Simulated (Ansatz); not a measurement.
# PN+ (quartet): wave-function methods side by side, def2-QZVPP

An exercise on one series of results from a longer session: the logs are not shown, and one member is left open.

Computed with Ansatz 0.2.0, Gaussian basis. Level: def2-QZVPP, core rule «outside noble gas», up to 6 orbitals frozen.

To be run: UHF; ROHF; CCSD(T) on UHF.

## What is computed

The geometry is a PBE0/def2-TZVP stationary point (not a proven minimum).

2 atoms, charge 1, spin multiplicity 4.

Atoms are counted from 1 here; the program's logs count them from 0.

Bond lengths: N1–P2 1.793 Å.

Set-up of the first run:

in.yaml reads:

```yaml
crystal:
  periodic: [false, false, false]
  atoms:
    - {symbol: N, position_ang: [0.000000, 0.000000, 0.000000]}
    - {symbol: P, position_ang: [0.000000, 0.000000, 1.793000]}
basis:
  gaussian: {orbitals: "def2-QZVPP.json"}
total_charge: 1
magnetization: {spin_polarized: true, initial_magnetization: 3}
hamiltonian: {xc: hf}
output: {orbitals: {seedname: orbitals}}
```

Run with:

```console
$ ansatz run in.yaml --threads 1 --pin off --events-out ev --progress --plain --max-ram 2393MiB
```

Steps of the session up to this table: UHF; ROHF; CCSD(T) on UHF.

One of the session's tables, all rows but one given; the rest of the session is left out.

It belongs to the step «Misses and costs». 

```
  method  from UCCSD(T) (kJ/mol)
    ROHF                       ?
     UHF                  +702.0
    UMP2                  +121.2
   UCCSD                   +30.2
UCCSD(T)                       0
```

**Question.** Estimate the row for ROHF.

The run gave: from UCCSD(T) (kJ/mol): +735.4. In the column «from UCCSD(T) (kJ/mol)» it is the highest.
